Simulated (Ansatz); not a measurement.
Two isomers of C3H6OS: A = `CCSC=O`, B = `COCC=S`.

Program: Ansatz. Geometries: PBE0-D4/def2-TZVP. ΔE: electronic, gas phase. CBS: MP2 limit from def2 TZ/QZ plus the TZ coupled-cluster correction, frozen cores. Functionals use def2-TZVPP. B3LYP here is the variant with VWN-RPA as its local correlation; programs differ in this. Each species was taken in one conformer, which may not be the lowest.

A:

```xyz
11

C     0.362   -1.251    0.628
C    -0.240    0.116    0.879
S     0.626    1.447    0.015
C    -0.119    1.323   -1.566
O    -0.976    0.547   -1.886
H    -0.185   -2.009    1.196
H     1.409   -1.286    0.933
H     0.300   -1.512   -0.429
H    -0.200    0.389    1.935
H    -1.280    0.160    0.551
H     0.304    2.075   -2.258
```

B:

Z-matrix (Å, degrees):
```
C
O 1 1.407
H 1 1.098 2 112.0
H 1 1.098 2 111.2 3 121.4
H 1 1.089 2 107.2 3 -119.4
C 2 1.399 1 112.6 3 -61.8
C 6 1.498 2 113.2 1 73.1
H 6 1.097 2 106.5 1 -169.4
H 6 1.098 2 112.3 1 -52.0
S 7 1.606 6 125.5 2 -151.9
H 7 1.094 6 113.6 2 30.2
```

Q: Which is lower in electronic energy at CCSD(T)/CBS, and by how much? (Best estimate.)

A: The calculation gave: A, by 124.9 kJ/mol.

Q: Give E(B) − E(A) in kJ/mol with ωB97M-V, B3LYP, LDA (SPW92), HF/def2-TZVPP, B2PLYP, CCSD/def2-TZVPP, B3LYP-D4. (Best estimate.)

A: The calculation gave: ωB97M-V 129.1, B3LYP 129.7, LDA (SPW92) 138.9, HF/def2-TZVPP 115.5, B2PLYP 130.6, CCSD/def2-TZVPP 119.3, B3LYP-D4 132.4. None reverses the order clearly.

Q: Does the order hold for the free energy at 298.15 K (harmonic terms from PBE0-D4)? (An estimate is asked.)

A: Computed: Yes: G(B) − G(A) = +125.4 kJ/mol, for one conformer each.

Largest T1 diagnostic: 0.015.

From r2SCAN to r2SCAN0 (25 % exact exchange), in def2-TZVPP and without D4, E(B) − E(A) moves by −6.9 kJ/mol. In def2-TZVPP, CCSD(T) changes the Hartree–Fock value by +6.7 kJ/mol (the triples alone add +3.0 kJ/mol) and MP2 by +16.6 kJ/mol.
